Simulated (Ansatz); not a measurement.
Geometry optimisation, Ansatz 0.2.0, RKS PBE/cc-pVDZ.

input.yaml

```yaml
crystal:
  periodic: [false, false, false]
  atoms:
    - { symbol: Al, position_ang: [0.0, 0.0, 0.0] }
    - { symbol: C, position_ang: [1.4047, 0.0, 1.654] }
    - { symbol: H, position_ang: [0.4051, -0.3092, 2.0245] }
    - { symbol: H, position_ang: [2.1723, -0.7111, 2.0245] }
    - { symbol: H, position_ang: [1.6368, 1.0203, 2.0245] }
    - { symbol: H, position_ang: [1.7519, 0.0, 0.1685] }
    - { symbol: "N", position_ang: [-1.6627, 0.0, -0.96] }
    - { symbol: H, position_ang: [-2.3316, -0.8164, -0.8614] }
    - { symbol: H, position_ang: [-1.9118, 0.8164, -1.5886] }
basis:
  gaussian: { orbitals: cc-pVDZ }
hamiltonian:
  xc: pbe
relax:
  f_tol: 0.15
  max_steps: 25
  restrain:
    - { distance: [1, 5], at: 1.11, k: 30.0 }
    - { distance: [0, 1], at: 3.17, k: 30.0 }
    - { distance: [0, 5], at: 2.76, k: 30.0 }
```

Command:

```bash
$ ansatz run input.yaml --threads 1 --pin off --max-ram 2048MiB --backend cpu --events-out ev --progress --plain --runs-dir out
```

Task: Where does it end, and by what steps?

Result: The forces met the threshold. The restraints hold the end off the free minimum. After 22 steps the energy has fallen by 4.197 eV (the restraints' own energy left out); Al1 moved furthest, 1.53 Å. Parted: Al1–C2 (2.17 → 3.18 Å). Joined: C2–H6 (1.53 → 1.11 Å).

| step | energy less start (eV) | largest force component (eV/Å) | accepted |
| --- | --- | --- | --- |
| 0 | 0.0000 | 3.726 | yes |
| 1 | -0.8215 | 4.221 | yes |
| 2 | -0.9280 | 6.397 | yes |
| 3 | -1.4474 | 8.494 | yes |
| 4 | -3.1552 | 2.640 | yes |
| 5 | -3.7427 | 1.075 | yes |
| 6 | -3.9930 | 0.481 | yes |
| 7 | -4.0487 | 0.606 | yes |
| 8 | -4.0852 | 0.415 | yes |
| 9 | -4.0982 | 0.637 | no |
| 10 | -4.0958 | 0.405 | yes |
| 11 | -4.1101 | 0.376 | yes |
| 12 | -4.1214 | 0.353 | yes |
| 13 | -4.1409 | 0.312 | yes |
| 14 | -4.1423 | 0.509 | yes |
| 15 | -4.1689 | 0.263 | yes |
| 16 | -4.1402 | 1.174 | no |
| 17 | -4.1766 | 0.232 | yes |
| 18 | -4.1829 | 0.190 | yes |
| 19 | -4.1884 | 0.287 | yes |
| 20 | -4.1903 | 0.270 | yes |
| 21 | -4.1939 | 0.231 | yes |
| 22 | -4.1972 | 0.180 | yes |

```xyz
9
Properties=species:S:1:pos:R:3
Al 0.240 0.758 -1.304
C 1.304 -0.167 1.541
H 0.360 -0.738 1.572
H 1.928 -0.448 2.410
H 1.095 0.918 1.580
H 1.856 -0.405 0.609
N -1.401 0.150 -0.741
H -1.696 -0.184 0.184
H -2.221 0.117 -1.363
```

The run took 52 s on 1 thread of Arm Neoverse V1, on a shared host, peak memory 0.13 GiB.
